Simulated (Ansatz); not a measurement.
# AlH8NSi: the cost of one run

Program: Ansatz 0.2.0. Level of theory: RKS PBE0-D4/6-31G*. These are calculated values, not measurements.

### 1 Starting point

Bond lengths: Al1–H3 1.560 Å, Al1–H4 1.560 Å, Al1–N5 2.220 Å, N5–H6 1.060 Å, N5–Si7 1.820 Å, Si7–H8 1.460 Å, Si7–H9 1.460 Å, Si7–H10 1.460 Å. Angles: H3–Al1–H4 120.0°, H3–Al1–N5 97.0°, H4–Al1–N5 101.2°, Al1–N5–H6 120.0°, Al1–N5–Si7 120.0°, H6–N5–Si7 120.0°, N5–Si7–H8 109.5°, N5–Si7–H9 109.5°, N5–Si7–H10 109.5°, H8–Si7–H9 109.4°, H8–Si7–H10 109.4°, H9–Si7–H10 109.4°.

As a file:

```xyz
11

Al    0.0000    0.0000    0.0000
H     0.0000    0.0000    1.9100
H     1.3510    0.0000   -0.7800
H    -1.3510    0.0000   -0.7800
N     0.0928   -2.1047    0.7000
H    -0.4256   -2.8627    0.1705
Si    1.0589   -2.5287    2.1830
H     1.2431   -3.9756    2.2474
H     2.3629   -1.8752    2.1185
H     0.3468   -2.0760    3.3745
H     0.0453   -1.0270    1.8385
```

### 2 A restrained relaxation towards end A

Springs on the bonds that form and break draw the guess towards this end; the thresholds are loose.

input.yaml reads:

```yaml
crystal:
  periodic: [false, false, false]
  atoms:
    - { symbol: Al, position_ang: [0.0, 0.0, 0.0] }
    - { symbol: H, position_ang: [0.0, 0.0, 1.91] }
    - { symbol: H, position_ang: [1.351, 0.0, -0.78] }
    - { symbol: H, position_ang: [-1.351, 0.0, -0.78] }
    - { symbol: "N", position_ang: [0.0928, -2.1047, 0.7] }
    - { symbol: H, position_ang: [-0.4256, -2.8627, 0.1705] }
    - { symbol: Si, position_ang: [1.0589, -2.5287, 2.183] }
    - { symbol: H, position_ang: [1.2431, -3.9756, 2.2474] }
    - { symbol: H, position_ang: [2.3629, -1.8752, 2.1185] }
    - { symbol: H, position_ang: [0.3468, -2.076, 3.3745] }
    - { symbol: H, position_ang: [0.0453, -1.027, 1.8385] }
basis:
  gaussian: { orbitals: "6-31G*" }
hamiltonian:
  xc: pbe0
  dispersion: d4
relax:
  f_tol: 0.15
  max_steps: 25
  restrain:
    - { distance: [0, 4], at: 3.12, k: 30.0 }
    - { distance: [10, 1], at: 1.86, k: 30.0 }
    - { distance: [0, 1], at: 1.56, k: 30.0 }
    - { distance: [10, 4], at: 1.06, k: 30.0 }
```

Launch:

```
$ ansatz run input.yaml --threads 1 --pin off --max-ram 2048MiB --backend cpu --events-out ev --progress --plain --runs-dir out
```

What time and memory should one allow on 1 thread of AMD EPYC 7R13 (Zen 3), shared host?

About 33 s, with a peak of 0.16 GiB.
